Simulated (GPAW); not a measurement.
# AlHOF (SMILES [OH][Al][F]), step by step

Aim: a structure relaxation (UPBEsol/plane waves), then the harmonic vibrations (UPBEsol/plane waves) of AlHOF. 

The calculation is run with GPAW 26.7.0.

1 further run of the same task is left out (set aside as unsound or not needed). Runs told in other sessions of the task aren't counted.

## Step 1: The molecule

AlHOF has 4 atoms, charge 0, and is taken as a doublet. SMILES: `[OH][Al][F]`. All atoms were displaced at random from a relaxed shape. The run starts from this shape.

Bond lengths: O1–Al2 1.689 Å, Al2–F3 1.627 Å, O1–H4 0.943 Å. Angles: O1–Al2–F3 169.0°, Al2–O1–H4 177.4°.

## Step 2: A structure relaxation at UPBEsol/plane waves (scalar-relativistic datasets, plane-wave cutoff 520 eV) (run 1)

Input file molecule.xyz:

```xyz
4

O     -0.492612     0.701487    -0.530292
Al     0.238471    -0.504471     0.399961
F      1.204964    -1.576712     1.149892
H     -0.905351     1.346090    -1.081354
```

Input file molecule.py:

```python
from ase.io import read, write
from ase.optimize import QuasiNewton
from gpaw import GPAW, PW, setup_paths
from gpaw.atom.configurations import parameters
from gpaw.atom.generator import Generator

molecule = read("molecule.xyz")
molecule.center(vacuum=4.5)
molecule.set_initial_magnetic_moments([1 / len(molecule)] * len(molecule))

for symbol in ["Al", "F", "H", "O"]:
    Generator(symbol, xcname="PBEsol", scalarrel=True, nofiles=True, txt=None).run(**parameters[symbol])
setup_paths.insert(0, ".")

dft = GPAW(mode=PW(520),
           xc="PBEsol",
           occupations={"name": "fermi-dirac", "width": 0.0, "fixmagmom": True},
           maxiter=150,
           symmetry="off",
           txt="molecule.txt")
molecule.calc = dft

opt = QuasiNewton(molecule, trajectory="molecule.traj")
converged = opt.run(fmax=0.05, steps=100)
print("Converged:", converged)
print(f"Final energy: {molecule.get_potential_energy():.5f} eV")
print(f"r(Al1-O0)               {molecule.get_distance(1, 0):.4f} Ang")
print(f"r(F2-Al1) = {molecule.get_distance(2, 1):.4f} Ang")
write("relaxed.xyz", molecule)
```

On the command line:

```sh
$ python3 -u molecule.py | tee molecule.out
```

Output:

```text
Step[ FC]     Time          Energy          fmax
BFGSLineSearch:    0[  0] hh:mm:ss      -18.904228       2.0496
BFGSLineSearch:    1[  2] hh:mm:ss      -18.954618       1.0914
BFGSLineSearch:    2[  4] hh:mm:ss      -18.978108       0.9026
BFGSLineSearch:    3[  6] hh:mm:ss      -19.033456       0.9413
BFGSLineSearch:    4[  8] hh:mm:ss      -19.121855       1.5274
BFGSLineSearch:    5[  9] hh:mm:ss      -19.272910       1.8276
BFGSLineSearch:    6[ 10] hh:mm:ss      -19.514669       0.5788
BFGSLineSearch:    7[ 12] hh:mm:ss      -19.531543       0.3671
BFGSLineSearch:    8[ 13] hh:mm:ss      -19.542598       0.6615
BFGSLineSearch:    9[ 14] hh:mm:ss      -19.555499       0.3946
BFGSLineSearch:   10[ 16] hh:mm:ss      -19.571875       0.3534
BFGSLineSearch:   11[ 18] hh:mm:ss      -19.574416       0.2317
BFGSLineSearch:   12[ 19] hh:mm:ss      -19.576177       0.1074
BFGSLineSearch:   13[ 21] hh:mm:ss      -19.577528       0.1400
BFGSLineSearch:   14[ 22] hh:mm:ss      -19.578539       0.0867
BFGSLineSearch:   15[ 23] hh:mm:ss      -19.579047       0.0450
Converged: True
Final energy: -19.57905 eV
r(Al1-O0)               1.7140 Ang
r(F2-Al1) = 1.6720 Ang
```

molecule.txt, cut to the lines that bear on the results:

```text
[...]
  mode=PW(ecut=520.0),
[...]
Converged in 11 steps
[...]
dipole moment: (-0.166615,
[...]
Converged in 7 steps
[...]
dipole moment: (-0.567007, 0.137266, -0.046644)  # |e|*Ang
[...]
|iter     |     time |      energy | eigst |  dens |  magmom |
[...]
|iter:   1| 00:08:22 |  -19.580418c| -2.85 |       |  +1.0000|
[...]
|iter:   8| 00:08:38 |  -19.579047c| -7.90c| -4.53c|  +1.0000|
Converged in 8 steps
[...]
Energy contributions relative to reference atoms: (reference = -11342.352221)
Energy contributions:
  Kinetic:          21.162501
  Coulomb:         -21.180055
  Zero:              0.314550
  External:          0.000000
  Xc:              -19.876043
  Entropy:           0.000000
  Spinorbit:         0.000000
  ----------------------------
  Free energy:     -19.579047
  Extrapolated:    -19.579047
[...]
Total magnetic moment: (0.000000, 0.000000, 1.000000)
Local magnetic moments
|        x |        y |         z |
|----------|----------|-----------|
| 0.000000 | 0.000000 |  0.059173 |  # O    0
| 0.000000 | 0.000000 |  0.230726 |  # Al   1
| 0.000000 | 0.000000 |  0.037553 |  # F    2
| 0.000000 | 0.000000 | -0.000676 |  # H    3
Fermi levels: -2.626, -4.378
Eigenvalues  # (at kpt = [0.000, 0.000, 0.000])
| band index |      eig [eV] | occ [0-1] |      eig [eV] | occ [0-1] |
|------------|---------------|-----------|---------------|-----------|
|          0 |       -28.128 |     1.000 |       -28.036 |     1.000 |
|          1 |       -24.323 |     1.000 |       -24.185 |     1.000 |
|          2 |       -12.387 |     1.000 |       -12.278 |     1.000 |
[... 9 lines of this table left out ...]
|         12 |         0.085 |     0.000 |         0.584 |     0.000 |
Gap: 1.864 eV
Transition (v -> c):
[...]
Forces  # eV/Ang
|        x |        y |        z |
|----------|----------|----------|
|  0.02585 |  0.01549 |  0.03339 |  # O    0
|  0.02893 | -0.01808 |  0.00488 |  # Al   1
| -0.00776 |  0.00927 |  0.00944 |  # F    2
| -0.01000 |  0.01694 | -0.00028 |  # H    3
Force computation time: 0.452  # s
timing:  # [seconds]
  Total:  518.213  # ━━━━━━━━━━━━━━━━━━━━━━━━━━━━━━━━━━━━━━━━━━━━━━━━━━━━━━━━
  Init:     2.070  #
  SCF:    466.436  # ━━━━━━━━━━━━━━━━━━━━━━━━━━━━━━━━━━━━━━━━━━━━━━━━━━╸
  Forces:  11.486  # ━
  Move:    37.386  # ━━━━
```

It took 8.7 min on 1 thread of Arm Neoverse V1, shared host; peak memory 0.85 GiB.

Step by step:

```tsv
step	energy from the first frame kept (eV)	largest force (eV/Å)
0	0.0000	2.0496
1	-0.0504	1.0914
2	-0.0739	0.9026
3	-0.1292	0.9413
4	-0.2176	1.5274
5	-0.3687	1.8276
6	-0.6104	0.5788
7	-0.6273	0.3671
8	-0.6384	0.6615
9	-0.6513	0.3946
10	-0.6676	0.3534
11	-0.6702	0.2317
12	-0.6719	0.1074
13	-0.6733	0.1400
14	-0.6743	0.0867
15	-0.6748	0.0450
```

After the run. Bond lengths: O1–Al2 1.714 Å, Al2–F3 1.672 Å, O1–H4 0.972 Å. Angles: O1–Al2–F3 117.1°, Al2–O1–H4 120.7°.

## Step 3: Vibrational wavenumbers at UPBEsol/plane waves (scalar-relativistic datasets, plane-wave cutoff 520 eV, shape nonlinear) (run 2)

Input file relaxed.xyz:

```xyz
4
Lattice="11.110315 0.0 0.0 0.0 11.922802 0.0 0.0 0.0 11.231245999999999" Properties=species:S:1:pos:R:3:initial_magmoms:R:1:magmoms:R:1:forces:R:3 free_energy=-19.579047350845215 energy=-19.579047350845215 dipole="-0.5741233288812463 0.1385152811072838 -0.04557490414230778" magmom=0.9999999276896383 pbc="F F F"
O        5.33667370       6.80091097       5.00445014       0.25000000       0.05917316       0.02584512       0.01549164       0.03338567
Al       5.21325949       5.49434957       6.10685436       0.25000000       0.23072634       0.02893222      -0.01808417       0.00488031
F        6.63489902       4.72866501       6.54072443       0.25000000       0.03755252      -0.00775509       0.00926829       0.00944009
H        4.54077253       7.26153813       4.69026496       0.25000000      -0.00067552      -0.00999726       0.01693806      -0.00027976
```

Input file calc.py:

```python
from ase.io import read
from ase.thermochemistry import IdealGasThermo
from ase.vibrations import Vibrations
from gpaw import GPAW, PW, setup_paths
from gpaw.atom.configurations import parameters
from gpaw.atom.generator import Generator

mol = read('relaxed.xyz')
mol.set_initial_magnetic_moments([1 / len(mol)] * len(mol))

for symbol in ['Al', 'F', 'H', 'O']:
    Generator(symbol, xcname='PBEsol', scalarrel=True, nofiles=True, txt=None).run(**parameters[symbol])
setup_paths.insert(0, '.')

calc = GPAW(mode=PW(520),
            xc='PBEsol',
            occupations={'name': 'fermi-dirac', 'width': 0.0, 'fixmagmom': True},
            convergence={'density': 1e-05},
            maxiter=150,
            symmetry='off',
            txt='gs.txt')
mol.calc = calc

energy = mol.get_potential_energy()
vib = Vibrations(mol, delta=0.01)
vib.run()
vib.summary()
freqs = vib.get_frequencies()
zpe = vib.get_zero_point_energy()

thermo = IdealGasThermo(vib_energies=vib.get_energies(), potentialenergy=energy, atoms=mol, geometry='nonlinear',
                        symmetrynumber=1, spin=0.5, ignore_imag_modes=True)
H = thermo.get_enthalpy(200.0, verbose=False)
S = thermo.get_entropy(200.0, 1000.0, verbose=False)
G = thermo.get_gibbs_energy(temperature=200.0, pressure=1000.0)
```

On the command line:

```sh
$ python3 -u calc.py | tee calc.out
```

Output:

```text
---------------------
  #    meV     cm^-1
---------------------
  0    1.2i     10.0i
  1    1.8      14.8
  2    5.7      46.0
  3   10.7      86.5
  4   15.3     123.7
  5   20.1     162.2
  6   30.3     244.6
  7   37.5     302.3
  8   75.4     608.2
  9   91.7     739.2
 10  109.0     879.4
 11  472.9    3814.0
---------------------
Zero-point energy: 0.435 eV
Enthalpy components at T = 200.00 K:
===============================
Enthalpy components at T = 200.00 K:
===============================
E_pot                -19.579 eV
E_ZPE                  0.408 eV
Cv_trans (0->T)        0.026 eV
Cv_rot (0->T)          0.026 eV
Cv_vib (0->T)          0.013 eV
-------------------------------
U                    -19.106 eV
===============================
(C_v -> C_p)           0.017 eV
-------------------------------
H                    -19.089 eV
===============================

Entropy components at T = 200.00 K and P = 1000.0 Pa:
=================================================
{"":15s}{"S":13s}     {"T*S:13s}
S_trans (1 bar)    0.0015777 eV/K        0.316 eV
S_rot              0.0009397 eV/K        0.188 eV
S_elec             0.0000597 eV/K        0.012 eV
S_vib              0.0000919 eV/K        0.018 eV
S (1 bar -> P)     0.0003968 eV/K        0.079 eV
-------------------------------------------------
S                  0.0030659 eV/K        0.613 eV
=================================================

Free energy components at T = 200.00 K and P = 1000.0 Pa:
=======================
    H        -19.089 eV
 -T*S         -0.613 eV
-----------------------
    G        -19.702 eV
=======================
```

gs.txt, cut to the lines that bear on the results:

```text
[...]
  mode=PW(ecut=520.0),
[...]
Converged in 12 steps
[...]
Converged in 9 steps
[...]
dipole moment: (-0.574221, 0.138908, -0.048706)  # |e|*Ang
[...]
|iter     |     time |      energy | eigst |  dens |  magmom |
[...]
|iter:   1| 00:09:13 |  -19.579795c| -3.00 |       |  +1.0000|
[...]
|iter:   9| 00:09:29 |  -19.578734c| -8.07c| -5.10c|  +1.0000|
Converged in 9 steps
[...]
Energy contributions relative to reference atoms: (reference = -11342.352221)
Energy contributions:
  Kinetic:          21.347746
  Coulomb:         -21.321299
  Zero:              0.314395
  External:          0.000000
  Xc:              -19.919577
  Entropy:           0.000000
  Spinorbit:         0.000000
  ----------------------------
  Free energy:     -19.578734
  Extrapolated:    -19.578734
dipole moment: (-0.574082, 0.137975, -0.042528)  # |e|*Ang
Total magnetic moment: (0.000000, 0.000000, 1.000000)
Local magnetic moments
|        x |        y |         z |
|----------|----------|-----------|
| 0.000000 | 0.000000 |  0.059186 |  # O    0
| 0.000000 | 0.000000 |  0.230707 |  # Al   1
| 0.000000 | 0.000000 |  0.037522 |  # F    2
| 0.000000 | 0.000000 | -0.000672 |  # H    3
Fermi levels: -2.627, -4.381
Eigenvalues  # (at kpt = [0.000, 0.000, 0.000])
| band index |      eig [eV] | occ [0-1] |      eig [eV] | occ [0-1] |
|------------|---------------|-----------|---------------|-----------|
|          0 |       -28.130 |     1.000 |       -28.038 |     1.000 |
|          1 |       -24.346 |     1.000 |       -24.208 |     1.000 |
|          2 |       -12.391 |     1.000 |       -12.283 |     1.000 |
[... 9 lines of this table left out ...]
|         12 |         0.086 |     0.000 |         0.585 |     0.000 |
Gap: 1.865 eV
Transition (v -> c):
[...]
Forces  # eV/Ang
|        x |        y |        z |
|----------|----------|----------|
|  0.15253 | -0.06278 |  0.08932 |  # O    0
|  0.03620 | -0.02430 |  0.01073 |  # Al   1
| -0.00896 |  0.00819 |  0.00889 |  # F    2
| -0.14334 |  0.10297 | -0.06163 |  # H    3
Force computation time: 0.450  # s
timing:  # [seconds]
  Total:  570.324  # ━━━━━━━━━━━━━━━━━━━━━━━━━━━━━━━━━━━━━━━━━━━━━━━━━━━━━━━━
  Init:     5.033  # ╸
  SCF:    513.837  # ━━━━━━━━━━━━━━━━━━━━━━━━━━━━━━━━━━━━━━━━━━━━━━━━━━╸
  Forces:  11.587  # ━
  Move:    39.000  # ━━━━
```

It took 9.5 min on 1 thread of Arm Neoverse V1, shared host; peak memory 0.87 GiB.

## Step 4: Outcome

```
                                                                                      quantity             value
            run 1, UPBEsol/plane waves: energy as printed (from the program's reference atoms)       -19.5790 eV
                                                     run 1, UPBEsol/plane waves: dipole moment            2.85 D
         run 1, UPBEsol/plane waves: HOMO energy (shifted to the vacuum level, unlike the log)          -5.44 eV
         run 1, UPBEsol/plane waves: LUMO energy (shifted to the vacuum level, unlike the log)          -3.80 eV
                                        run 2, UPBEsol/plane waves: lowest harmonic wavenumber          245 cm⁻¹
                                       run 2, UPBEsol/plane waves: highest harmonic wavenumber         3814 cm⁻¹
                                                 run 2, UPBEsol/plane waves: zero-point energy       39.4 kJ/mol
run 2, UPBEsol/plane waves: ideal-gas entropy at 200 K and 1000 Pa (symmetry number 1 as used)  70.7 cal/(mol K)
```

The optimisation (run 1, UPBEsol/plane waves) took 15 steps and changed the energy by -0.675 eV. All 6 modes (run 2, UPBEsol/plane waves) are real, so the shape is a minimum at this level.
